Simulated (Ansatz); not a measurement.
Task: Name a neutral molecule of C, F, O, S and H with size of the dipole moment (B3LYP/def2-TZVPP) between 0.45 and 0.75 D and HOMO energy (PBE0/def2-TZVPP) between -7.65 and -7.35 eV (Ansatz, PBE0-D4/def2-TZVP geometry).

Result: `CC(O)(F)S` (0.58 D, -7.44 eV). Other molecules can fit too; these were computed, each in one conformer that needn't be the lowest.

B3LYP here is the variant with VWN-RPA as its local correlation; programs differ in this.
